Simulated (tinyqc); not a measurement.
Worked calculation: CIS and TDHF on RHF in the sto-3g basis, for H2O, spin multiplicity 1. One step of it, computed by the program tinyqc.

Task: CIS singlet states. Diagonalise A (1 hartree = 27.211386 eV); each vector has its largest component positive (the first on a tie). The transition dipole is mu = sqrt2 sum c_ia <i|r|a>.

CIS matrix A, singlet (hartree), lower triangle:
```
           1>6        1>7       2>6        2>7       3>6       3>7       4>6       4>7
1>6  20.066601
1>7   0.000000  20.114256
2>6   0.022577   0.000000  1.389100
2>7   0.000000   0.046800  0.000000   1.438056
3>6   0.000000  -0.001677  0.000000  -0.028037  0.730296
3>7  -0.021618   0.000000  0.053799   0.000000  0.000000  0.987500
4>6  -0.021468   0.000000  0.067936   0.000000  0.000000  0.118353  0.605659
4>7   0.000000  -0.028941  0.000000  -0.017911  0.043543  0.000000  0.000000  0.669347
5>6   0.000000   0.000000  0.000000   0.000000  0.000000  0.000000  0.000000  0.000000
5>7   0.000000   0.000000  0.000000   0.000000  0.000000  0.000000  0.000000  0.000000

          5>6       5>7
5>6  0.431477
5>7  0.000000  0.502847
```

dipole integrals <i|r|a> (bohr):
```
            x          y          z
1>6  0.000000   0.000000   0.043714
1>7  0.000000   0.055800   0.000000
2>6  0.000000   0.000000  -0.085744
2>7  0.000000  -0.121849   0.000000
3>6  0.000000  -0.873529   0.000000
3>7  0.000000   0.000000  -0.653419
4>6  0.000000   0.000000  -0.507555
4>7  0.000000  -0.705388   0.000000
5>6  0.074156   0.000000   0.000000
5>7  0.000000   0.000000   0.000000
```

Give: singlet excitation energies; lowest vectors; oscillator strengths 2/3 w |mu|^2.

Result:

singlet excitation energies (eV): 11.7411  13.6832  15.4771  17.5957  20.4456  27.4388  38.2334  39.1720  546.0421  547.3412

lowest vectors:
```
     state 1  state 2  state 3  state 4  state 5  state 6
1>6   0.0000   0.0000   0.0008   0.0000   0.0000   0.0016
1>7   0.0000   0.0000   0.0000   0.0013   0.0006   0.0000
2>6   0.0000   0.0000  -0.0624   0.0000   0.0000  -0.1791
2>7   0.0000   0.0000   0.0000   0.0037   0.0482   0.0000
3>6   0.0000   0.0000   0.0000  -0.4607   0.8866   0.0000
3>7   0.0000   0.0000  -0.2640   0.0000   0.0000   0.9517
4>6   0.0000   0.0000   0.9625   0.0000   0.0000   0.2494
4>7   0.0000   0.0000   0.0000   0.8876   0.4600   0.0000
5>6   1.0000   0.0000   0.0000   0.0000   0.0000   0.0000
5>7   0.0000   1.0000   0.0000   0.0000   0.0000   0.0000
```

oscillator strengths 2/3 w |mu|^2: 0.0032  0.0000  0.0732  0.0433  1.2228  0.7224
